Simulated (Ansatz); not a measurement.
# Si₂NH₅: how energies converge with the basis set

An exercise on one series of results from a longer session: the logs are not shown, and one member is left open.

Method: one geometry, several basis sets; program: Ansatz 0.2.0, Gaussian basis.

The runs, in order: PBE0-D4/def2-SVP; ωB97M-V/def2-SVP; PBE0-D4/def2-QZVPP; ωB97M-V/def2-QZVPP; the functionals' def2-TZVPP values are taken from earlier runs.

**The geometry**

The geometry comes from an earlier relaxation with PBE0-D4 in a triple-zeta def2 set; it is a stationary point, not always the lowest conformer.

8 atoms, charge 0, spin multiplicity 1.

Atoms are counted from 1 here; the program's logs count them from 0.

Bond lengths: N1–Si2 1.719 Å, N1–Si3 1.747 Å, N1–H4 1.011 Å, Si2–H5 1.538 Å, Si3–H6 1.484 Å, Si3–H7 1.484 Å, Si3–H8 1.489 Å. Angles: Si2–N1–Si3 126.1°, Si2–N1–H4 117.1°, Si3–N1–H4 116.8°, N1–Si2–H5 93.3°, N1–Si3–H6 110.7°, N1–Si3–H7 110.7°, N1–Si3–H8 108.2°, H6–Si3–H7 109.0°, H6–Si3–H8 109.2°, H7–Si3–H8 109.2°.

Set-up of the first run:

The input, in.yaml:

```yaml
crystal:
  periodic: [false, false, false]
  atoms:
    - {symbol: N, position_ang: [-0.713588, 0.003786, -0.646674]}
    - {symbol: Si, position_ang: [-0.432426, 1.402134, -1.605403]}
    - {symbol: Si, position_ang: [0.274377, -0.546487, 0.685237]}
    - {symbol: H, position_ang: [-1.526092, -0.553569, -0.872471]}
    - {symbol: H, position_ang: [0.839671, 1.787570, -0.830814]}
    - {symbol: H, position_ang: [0.325400, 0.477909, 1.757298]}
    - {symbol: H, position_ang: [1.655823, -0.835443, 0.227706]}
    - {symbol: H, position_ang: [-0.330865, -1.793000, 1.229220]}
basis:
  gaussian: {orbitals: def2-SVP}
hamiltonian: {xc: pbe0, dispersion: d4}
output: {orbitals: {seedname: orbitals}}
```

Launch:

```sh
$ ansatz run in.yaml --threads 2 --pin off --events-out ev --progress --plain --max-ram 4352MiB
```

Among the steps run: PBE0-D4 in def2-SVP; ωB97M-V in def2-SVP; PBE0-D4 in def2-QZVPP; ωB97M-V in def2-QZVPP.

One table of the session follows, with a row left open; its other results are not shown here.

It belongs to the step «Density functionals: the series». 

```
functional       basis  HOMO (eV)  LUMO (eV)
   PBE0-D4    def2-SVP      -6.45      -1.79
   PBE0-D4  def2-TZVPP      -6.52      -1.90
   PBE0-D4  def2-QZVPP          ?          ?
   ωB97M-V    def2-SVP      -8.49       0.30
   ωB97M-V  def2-TZVPP      -8.61       0.06
   ωB97M-V  def2-QZVPP      -8.64      -0.05
```

Estimate the missing values for PBE0-D4, def2-QZVPP.

**Answer.** HOMO (eV): -6.54; LUMO (eV): -1.95. In the column «HOMO (eV)» it lies between ωB97M-V, def2-SVP (-8.49) and PBE0-D4, def2-TZVPP (-6.52).
